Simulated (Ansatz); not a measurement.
# Setting up SiH2F2 (SiF2H2) in Ansatz

SiH2F2: 5 atoms, total charge 0, spin state singlet. SMILES: `[H][Si]([H])(F)F`. Geometry: relaxed at GFN2-xTB.

```xyz
5

Si   -0.0914    0.0006   -0.0643
F     0.0092   -0.0188    1.5265
F     1.4360    0.0106   -0.5197
H    -0.6801    1.2578   -0.4555
H    -0.6737   -1.2502   -0.4869
```

Settings wanted:

```yaml
basis_set: STO-3G
task: energy
method: DFT
functional: wB97M-V
reference: RKS
accuracy: high
```

Q: Write the Ansatz 0.2.0 input and the command.

A: One that was run (others would do as well):

run.yaml:
```yaml
basis:
  gaussian: {orbitals: STO-3G}
crystal:
  periodic: [false, false, false]
  atoms:
    - {symbol: Si, position_ang: [-0.091360, 0.000560, -0.064290]}
    - {symbol: F, position_ang: [0.009240, -0.018840, 1.526500]}
    - {symbol: F, position_ang: [1.436020, 0.010630, -0.519740]}
    - {symbol: H, position_ang: [-0.680140, 1.257800, -0.455540]}
    - {symbol: H, position_ang: [-0.673740, -1.250150, -0.486920]}
hamiltonian: {xc: {name: wB97M-V}}
accuracy: high
```

```bash
$ ansatz run run.yaml --threads 1 --pin off --max-ram 2610MiB --events-out events.jsonl --progress --plain --runs-dir runs
```

Calculated total energy: -484.16505 Eh.
